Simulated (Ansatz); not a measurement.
Molecular dynamics of C3H4FNO

Input file:

```yaml
crystal:
  periodic: [false, false, false]
  atoms:
    - { symbol: C, position_ang: [-0.449483, -1.460675, 0.088698] }
    - { symbol: C, position_ang: [-0.063999, -0.062074, 0.356296] }
    - { symbol: "N", position_ang: [1.121795, 0.573322, 0.248579] }
    - { symbol: C, position_ang: [0.304515, 1.686125, -0.232705] }
    - { symbol: F, position_ang: [0.417951, 2.892348, 0.30929] }
    - { symbol: O, position_ang: [-0.870351, 0.989087, 0.08072] }
    - { symbol: H, position_ang: [0.321171, -2.133232, 0.471566] }
    - { symbol: H, position_ang: [-0.563874, -1.637501, -0.991394] }
    - { symbol: H, position_ang: [-1.401954, -1.697805, 0.571815] }
    - { symbol: H, position_ang: [1.26733, 0.799304, -0.900064] }
magnetization:
  spin_polarized: true
basis:
  gaussian: { orbitals: "6-31G*" }
hamiltonian:
  xc: pbe0
md:
  timestep: 0.5
  n_steps: 185
  ensemble: nve
  temperature: 300.0
  initial_velocities: maxwell_boltzmann
  seed: 9407
```

Launched with:

```bash
$ ansatz run input.yaml --threads 2 --pin off --max-ram 3072MiB --backend cpu --events-out ev --progress --plain --runs-dir out
```

It starts at the highest image of a converged band. Of that band: Neighbouring images differ by up to 1.5 eV, so the band resolves the path poorly. A vibrational analysis at the climbing image gives one clearly imaginary mode, 1526i cm⁻¹: a first-order saddle point.

Output, in part (one step line in 4, the closing report, with atoms numbered from 0):

```
md step     0: t =     0.00 fs  T =   300.0 K  F+E_penalty+E_count = -9415.31993476 eV  E_kin = 0.310224 eV  conserved = -9415.00971076 eV  (52 SCF iters)
md step     4: t =     2.00 fs  T =   227.6 K  F+E_penalty+E_count = -9415.24407578 eV  E_kin = 0.235356 eV  conserved = -9415.00872006 eV  (42 SCF iters)
md step     8: t =     4.00 fs  T =   168.0 K  F+E_penalty+E_count = -9415.18249030 eV  E_kin = 0.173750 eV  conserved = -9415.00874061 eV  (42 SCF iters)
md step    12: t =     6.00 fs  T =   146.1 K  F+E_penalty+E_count = -9415.15999244 eV  E_kin = 0.151054 eV  conserved = -9415.00893882 eV  (43 SCF iters)
md step    16: t =     8.00 fs  T =   135.0 K  F+E_penalty+E_count = -9415.14804788 eV  E_kin = 0.139583 eV  conserved = -9415.00846470 eV  (35 SCF iters)
md step    20: t =    10.00 fs  T =   199.7 K  F+E_penalty+E_count = -9415.21567912 eV  E_kin = 0.206531 eV  conserved = -9415.00914835 eV  (53 SCF iters)
md step    24: t =    12.00 fs  T =   245.5 K  F+E_penalty+E_count = -9415.26235806 eV  E_kin = 0.253864 eV  conserved = -9415.00849411 eV  (110 SCF iters)
md step    28: t =    14.00 fs  T =   373.1 K  F+E_penalty+E_count = -9415.39414845 eV  E_kin = 0.385787 eV  conserved = -9415.00836105 eV  (58 SCF iters)
md step    32: t =    16.00 fs  T =   637.0 K  F+E_penalty+E_count = -9415.66774921 eV  E_kin = 0.658663 eV  conserved = -9415.00908633 eV  (45 SCF iters)
md step    36: t =    18.00 fs  T =   926.1 K  F+E_penalty+E_count = -9415.96737382 eV  E_kin = 0.957654 eV  conserved = -9415.00971967 eV  (41 SCF iters)
md step    40: t =    20.00 fs  T =  1121.8 K  F+E_penalty+E_count = -9416.17057392 eV  E_kin = 1.159984 eV  conserved = -9415.01058953 eV  (43 SCF iters)
md step    44: t =    22.00 fs  T =  1058.4 K  F+E_penalty+E_count = -9416.10468902 eV  E_kin = 1.094458 eV  conserved = -9415.01023067 eV  (47 SCF iters)
md step    48: t =    24.00 fs  T =   834.8 K  F+E_penalty+E_count = -9415.87187991 eV  E_kin = 0.863276 eV  conserved = -9415.00860418 eV  (46 SCF iters)
md step    52: t =    26.00 fs  T =   769.8 K  F+E_penalty+E_count = -9415.80459661 eV  E_kin = 0.796033 eV  conserved = -9415.00856364 eV  (89 SCF iters)
md step    56: t =    28.00 fs  T =   890.9 K  F+E_penalty+E_count = -9415.93005691 eV  E_kin = 0.921238 eV  conserved = -9415.00881915 eV  (121 SCF iters)
md step    60: t =    30.00 fs  T =  1105.0 K  F+E_penalty+E_count = -9416.15290640 eV  E_kin = 1.142677 eV  conserved = -9415.01022987 eV  (57 SCF iters)
md step    64: t =    32.00 fs  T =  1134.6 K  F+E_penalty+E_count = -9416.18450655 eV  E_kin = 1.173305 eV  conserved = -9415.01120121 eV  (55 SCF iters)
md step    68: t =    34.00 fs  T =   896.6 K  F+E_penalty+E_count = -9415.93626985 eV  E_kin = 0.927159 eV  conserved = -9415.00911101 eV  (39 SCF iters)
md step    72: t =    36.00 fs  T =   756.5 K  F+E_penalty+E_count = -9415.79199328 eV  E_kin = 0.782288 eV  conserved = -9415.00970572 eV  (38 SCF iters)
md step    76: t =    38.00 fs  T =   641.0 K  F+E_penalty+E_count = -9415.67182012 eV  E_kin = 0.662823 eV  conserved = -9415.00899680 eV  (38 SCF iters)
md step    80: t =    40.00 fs  T =   582.4 K  F+E_penalty+E_count = -9415.61156445 eV  E_kin = 0.602256 eV  conserved = -9415.00930850 eV  (39 SCF iters)
md step    84: t =    42.00 fs  T =   559.0 K  F+E_penalty+E_count = -9415.58730128 eV  E_kin = 0.578069 eV  conserved = -9415.00923228 eV  (38 SCF iters)
md step    88: t =    44.00 fs  T =   580.3 K  F+E_penalty+E_count = -9415.60891464 eV  E_kin = 0.600084 eV  conserved = -9415.00883071 eV  (50 SCF iters)
md step    92: t =    46.00 fs  T =   689.8 K  F+E_penalty+E_count = -9415.72298797 eV  E_kin = 0.713263 eV  conserved = -9415.00972512 eV  (56 SCF iters)
md step    96: t =    48.00 fs  T =   720.2 K  F+E_penalty+E_count = -9415.75436738 eV  E_kin = 0.744787 eV  conserved = -9415.00958048 eV  (118 SCF iters)
md step   100: t =    50.00 fs  T =   641.9 K  F+E_penalty+E_count = -9415.67324024 eV  E_kin = 0.663796 eV  conserved = -9415.00944429 eV  (46 SCF iters)
md step   104: t =    52.00 fs  T =   512.0 K  F+E_penalty+E_count = -9415.53857970 eV  E_kin = 0.529430 eV  conserved = -9415.00914974 eV  (80 SCF iters)
md step   108: t =    54.00 fs  T =   392.4 K  F+E_penalty+E_count = -9415.41485009 eV  E_kin = 0.405824 eV  conserved = -9415.00902564 eV  (58 SCF iters)
md step   112: t =    56.00 fs  T =   319.1 K  F+E_penalty+E_count = -9415.33871371 eV  E_kin = 0.329952 eV  conserved = -9415.00876157 eV  (60 SCF iters)
md step   116: t =    58.00 fs  T =   364.9 K  F+E_penalty+E_count = -9415.38592102 eV  E_kin = 0.377306 eV  conserved = -9415.00861454 eV  (60 SCF iters)
md step   120: t =    60.00 fs  T =   545.1 K  F+E_penalty+E_count = -9415.57279528 eV  E_kin = 0.563669 eV  conserved = -9415.00912637 eV  (55 SCF iters)
md step   124: t =    62.00 fs  T =   783.2 K  F+E_penalty+E_count = -9415.81944457 eV  E_kin = 0.809902 eV  conserved = -9415.00954252 eV  (58 SCF iters)
md step   128: t =    64.00 fs  T =   980.2 K  F+E_penalty+E_count = -9416.02409140 eV  E_kin = 1.013575 eV  conserved = -9415.01051618 eV  (61 SCF iters)
md step   132: t =    66.00 fs  T =   966.5 K  F+E_penalty+E_count = -9416.00942033 eV  E_kin = 0.999475 eV  conserved = -9415.00994566 eV  (61 SCF iters)
md step   136: t =    68.00 fs  T =   812.9 K  F+E_penalty+E_count = -9415.84978872 eV  E_kin = 0.840582 eV  conserved = -9415.00920687 eV  (44 SCF iters)
md step   140: t =    70.00 fs  T =   691.4 K  F+E_penalty+E_count = -9415.72342656 eV  E_kin = 0.714977 eV  conserved = -9415.00844977 eV  (49 SCF iters)
md step   144: t =    72.00 fs  T =   788.5 K  F+E_penalty+E_count = -9415.82414691 eV  E_kin = 0.815403 eV  conserved = -9415.00874394 eV  (49 SCF iters)
md step   148: t =    74.00 fs  T =  1039.5 K  F+E_penalty+E_count = -9416.08499814 eV  E_kin = 1.074913 eV  conserved = -9415.01008538 eV  (51 SCF iters)
md step   152: t =    76.00 fs  T =  1172.9 K  F+E_penalty+E_count = -9416.22271059 eV  E_kin = 1.212841 eV  conserved = -9415.00986972 eV  (39 SCF iters)
md step   156: t =    78.00 fs  T =  1138.5 K  F+E_penalty+E_count = -9416.18776573 eV  E_kin = 1.177252 eV  conserved = -9415.01051328 eV  (53 SCF iters)
md step   160: t =    80.00 fs  T =   904.1 K  F+E_penalty+E_count = -9415.94408494 eV  E_kin = 0.934878 eV  conserved = -9415.00920731 eV  (56 SCF iters)
md step   164: t =    82.00 fs  T =   724.2 K  F+E_penalty+E_count = -9415.75772513 eV  E_kin = 0.748855 eV  conserved = -9415.00887001 eV  (58 SCF iters)
md step   168: t =    84.00 fs  T =   665.3 K  F+E_penalty+E_count = -9415.69740551 eV  E_kin = 0.687994 eV  conserved = -9415.00941164 eV  (86 SCF iters)
md step   172: t =    86.00 fs  T =   641.7 K  F+E_penalty+E_count = -9415.67203481 eV  E_kin = 0.663604 eV  conserved = -9415.00843051 eV  (53 SCF iters)
md step   176: t =    88.00 fs  T =   760.4 K  F+E_penalty+E_count = -9415.79613817 eV  E_kin = 0.786265 eV  conserved = -9415.00987357 eV  (54 SCF iters)
md step   180: t =    90.00 fs  T =   799.6 K  F+E_penalty+E_count = -9415.83644561 eV  E_kin = 0.826879 eV  conserved = -9415.00956626 eV  (50 SCF iters)
md step   184: t =    92.00 fs  T =   785.4 K  F+E_penalty+E_count = -9415.82116110 eV  E_kin = 0.812170 eV  conserved = -9415.00899158 eV  (43 SCF iters)
md step   185: t =    92.50 fs  T =   793.2 K  F+E_penalty+E_count = -9415.82930739 eV  E_kin = 0.820206 eV  conserved = -9415.00910174 eV  (47 SCF iters)
Total energy: -9415.82932214 eV, -346.0253453103 hartree
Atom 0 at    -0.416670    -1.497535     0.129919 Å, force    -1.963323     0.569513     2.137946 eV/Å
Atom 1 at    -0.135696    -0.006501     0.333670 Å, force     3.586210    -0.608019    -1.795189 eV/Å
Atom 2 at     1.156039     0.558843     0.163538 Å, force    -2.309772     0.060094    -1.206281 eV/Å
Atom 3 at     0.343389     1.833580    -0.403567 Å, force    -0.249809    -2.524076    -0.364931 eV/Å
Atom 4 at     0.387954     2.832175     0.415892 Å, force     0.535272     1.291702     0.985201 eV/Å
Atom 5 at    -0.881576     1.001858     0.107070 Å, force    -0.988965     0.153375     0.410031 eV/Å
Atom 6 at     0.206686    -2.150406     0.789014 Å, force     0.023178     0.684917    -0.814487 eV/Å
Atom 7 at    -0.432042    -1.809467    -0.917230 Å, force     0.279405     0.101495    -0.076764 eV/Å
Atom 8 at    -1.462169    -1.665189     0.541765 Å, force     0.899437     0.091690    -0.670478 eV/Å
Atom 9 at     1.578000     0.108436    -0.692959 Å, force     0.188366     0.179309     1.394953 eV/Å
Dipole moment:    -0.014419    -0.857456    -0.043152 e Å
```

The run went to its last step. The conserved energy stayed within 0.17 meV per atom of its start (net change 0.061 meV per atom), so the integration is sound. The kinetic energy rose, since the run started high on the potential surface and went downhill. A run of 0.092 ps of so small a system gives no equilibrium averages. The orbitals were unrestricted but ended closed-shell.

Between its relaxed ends the band would form N3–H10 and break C4–H10. These pairs go: N3–H10 1.18 → 1.06 Å, C4–H10 1.47 → 2.14 Å. In the last frame they stand as after the step (other bonds may differ from the relaxed reactants and products). It ends as one piece, C3H4FNO. Pairs count as bonded within 1.25 times the sum of covalent radii (0.12 Å more for H–H).

Last frame:

```xyz
10
Properties=species:S:1:pos:R:3
C -0.417 -1.498 0.130
C -0.136 -0.006 0.334
N 1.156 0.559 0.164
C 0.343 1.834 -0.404
F 0.388 2.832 0.416
O -0.882 1.002 0.107
H 0.207 -2.150 0.789
H -0.432 -1.810 -0.917
H -1.462 -1.665 0.542
H 1.578 0.108 -0.693
```

The run took 13 min on 2 threads of Intel(R) Xeon(R) Platinum 8223CL CPU @ 3.00GHz (Skylake/Cascade Lake) (shared host), peak memory 0.33 GiB.
